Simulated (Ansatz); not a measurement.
# Elastic constant C13 of rhombohedral A7 Sb at several levels of theory

No measured value is used here.

Q: Put these levels in order of the elastic constant C13 that they give for rhombohedral A7 Sb, smallest first: HSE06 (Ansatz, a first-principles code), LDA (Ansatz), PBE (Ansatz).

A: PBE (19.6 GPa), HSE06 (23.1 GPa), LDA (29.8 GPa)

Unless a cell is named, each level is at its own relaxed cell (LDA 29.13, PBE 31.86, HSE06 31.05 Å³/atom).

HSE06: hybrids on metals are sensitive to the k mesh. HSE06: the run warned that the count of filled bands differs between k points. HSE06, PBE: the cell comes from a level without a dispersion term, which matters for the spacing of layers, chains or molecules. LDA: LDA has no dispersion term either, though it tends to give short spacings of layers, chains or molecules. Each level is taken at its own relaxed cell. K meshes differ between the levels. Ansatz's density-functional and Hartree–Fock values are scalar-relativistic unless marked +SOC, with PAW data made under PBE.
